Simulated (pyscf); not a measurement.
Optimised with ωB97X-D3(BJ)/def2-SVP in PySCF.

Q: How much does it cost (ΔH, 298 K, ωB97M-D3(BJ)/def2-TZVP) to split H₃C–C(=O)–O–Re(=O)=O (SMILES CC(=O)[O][Re](=[O])=[O]) [singlet] at its C–O bond into H₃C–C•=O + [O=Re(=O)=O]•?

A: C–O to H₃C–C•=O + [O=Re(=O)=O]•: 2.61 eV. The 7 functionals that were run give +2.09 (PBE) to +2.71 eV (M06-2X). The radicals are drawn with the spin at the cut bond; how far it spreads was not checked. Other isomers of H₃C–C(=O)–O–Re(=O)=O [singlet], H₃C–C•=O, [O=Re(=O)=O]• were not searched in full and may lie lower. Open-shell species with a d-block atom are single-reference here; other states, and whether the spin sits on metal or ligand, were not checked. Elements past Kr carry the def2 core potentials, without spin-orbit coupling.
